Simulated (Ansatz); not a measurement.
CsCdBO3 (P2₁3, No. 198; cell taken from a computed entry) was calculated with r²SCAN+SOC (plane waves, PAW; Ansatz, a first-principles code).

The input as run:

Ansatz 0.2 input:
```yaml
crystal:
  lattice:
    - [7.4755693932, 0.0, 0.0]
    - [0.0, 7.4755693932, 0.0]
    - [0.0, 0.0, 7.4755693932]
  atoms:
    - { symbol: Cs, position: [0.6377832066, 0.1377832066, 0.3622167934] }
    - { symbol: Cs, position: [0.8622167934, 0.8622167934, 0.8622167934] }
    - { symbol: Cs, position: [0.1377832066, 0.3622167934, 0.6377832066] }
    - { symbol: Cs, position: [0.3622167934, 0.6377832066, 0.1377832066] }
    - { symbol: Cd, position: [0.6461033299, 0.3538966701, 0.8538966701] }
    - { symbol: Cd, position: [0.8538966701, 0.6461033299, 0.3538966701] }
    - { symbol: Cd, position: [0.1461033299, 0.1461033299, 0.1461033299] }
    - { symbol: Cd, position: [0.3538966701, 0.8538966701, 0.6461033299] }
    - { symbol: B, position: [0.5965229381, 0.5965229381, 0.5965229381] }
    - { symbol: B, position: [0.9034770619, 0.4034770619, 0.0965229381] }
    - { symbol: B, position: [0.0965229381, 0.9034770619, 0.4034770619] }
    - { symbol: B, position: [0.4034770619, 0.0965229381, 0.9034770619] }
    - { symbol: O, position: [0.5270902264, 0.085852247, 0.765517158] }
    - { symbol: O, position: [0.9729097736, 0.914147753, 0.265517158] }
    - { symbol: O, position: [0.0270902264, 0.414147753, 0.234482842] }
    - { symbol: O, position: [0.4729097736, 0.585852247, 0.734482842] }
    - { symbol: O, position: [0.765517158, 0.5270902264, 0.085852247] }
    - { symbol: O, position: [0.265517158, 0.9729097736, 0.914147753] }
    - { symbol: O, position: [0.234482842, 0.0270902264, 0.414147753] }
    - { symbol: O, position: [0.734482842, 0.4729097736, 0.585852247] }
    - { symbol: O, position: [0.085852247, 0.765517158, 0.5270902264] }
    - { symbol: O, position: [0.914147753, 0.265517158, 0.9729097736] }
    - { symbol: O, position: [0.414147753, 0.234482842, 0.0270902264] }
    - { symbol: O, position: [0.585852247, 0.734482842, 0.4729097736] }
basis:
  ecutwfc: 560
  ecutrho_ratio: 4
  xc_grid: 3
kpoints:
  mp_grid: { grid: [4, 4, 4] }
hamiltonian:
  xc: r2scan
  dispersion: none
  pseudopotentials: { kind: paw }
scf:
  occupations: { method: fermi_dirac, width: 0.01 }
  convergence: { dr2_threshold: 0.0000000024 }
output:
  forces: true
  stress: true
  eigenvalues: true
magnetization:
  noncollinear: true
  spin_orbit: true
```

From the output:

```
Crystal: 24 atoms, lattice volume = 417.766 Å³
Basis set: ecut = 560 eV, 12557 PW (Γ), exchange–correlation on 180×180×180 points (27 copies of the dense FFT grid, shifted against one another)
Bands: 248, of which v1, the nominal top of the filled ones, is band 200 counted from 1 (199 counted from 0)
Symmetry: 12 space group operations + 12 with time reversal
k-points: 11 of 64 (time reversal used)
Initial density: superposition of atomic densities (chi_scale 0.1, normalization cell, long waves kept (reshape's long-wave potential 0.01 eV rms))
Functional: x = r2scan, c = r2scan; τ floored in thin density (d = 2e-4 eV/Å³)
spin=Noncollinear: Resta preconditioning applied to the charge; magnetization (m_x, m_y, m_z) channels mix plain (no charge-response kernel on spin).
SCF 1 converged in 10 iterations: F = -63199.662121 eV  dr2 = 1.56e-9
SCF converged after 10 iterations
Free energy (F): -63199.662121 eV
Internal energy: -63199.662121 eV  (E = F + TS)
E sigma→0 (E₀):  -63199.662121 eV
Fermi energy:    7.153404 eV
--- Forces (eV/Å), atoms counted from 1 ---
  atom   1  Cs     0.01504212     0.01504212    -0.01504212
  atom   2  Cs    -0.01504212    -0.01504212    -0.01504212
  atom   3  Cs     0.01504212    -0.01504212     0.01504212
  atom   4  Cs    -0.01504212     0.01504212     0.01504212
  atom   5  Cd    -0.00540014     0.00540014     0.00540014
  atom   6  Cd     0.00540014    -0.00540014     0.00540014
  atom   7  Cd    -0.00540014    -0.00540014    -0.00540014
  atom   8  Cd     0.00540014     0.00540014    -0.00540014
  atom   9  B     -0.01908393    -0.01908393    -0.01908393
  atom  10  B      0.01908393     0.01908393    -0.01908393
  atom  11  B     -0.01908393     0.01908393     0.01908393
  atom  12  B      0.01908393    -0.01908393     0.01908393
  atom  13  O     -0.19990408     0.01788407     0.17642426
  atom  14  O      0.19990408    -0.01788407     0.17642426
  atom  15  O     -0.19990408    -0.01788407    -0.17642426
  atom  16  O      0.19990408     0.01788407    -0.17642426
  atom  17  O      0.17642426    -0.19990408     0.01788407
  atom  18  O      0.17642426     0.19990408    -0.01788407
  atom  19  O     -0.17642426    -0.19990408    -0.01788407
  atom  20  O     -0.17642426     0.19990408     0.01788407
  atom  21  O      0.01788407     0.17642426    -0.19990408
  atom  22  O     -0.01788407     0.17642426     0.19990408
  atom  23  O     -0.01788407    -0.17642426    -0.19990408
  atom  24  O      0.01788407    -0.17642426     0.19990408
--- Stress (GPa, compression-positive) ---
        0.286384      -0.000000       0.000000
       -0.000000       0.286384       0.000000
        0.000000       0.000000       0.286384
  P = ⅓ Tr σ = 0.2864 GPa (2.864 kbar)
```

The PAW data were made under PBE.

Note: cell and atoms aren't relaxed at this level (largest force component 0.20 eV/Å, pressure 0.3 GPa).
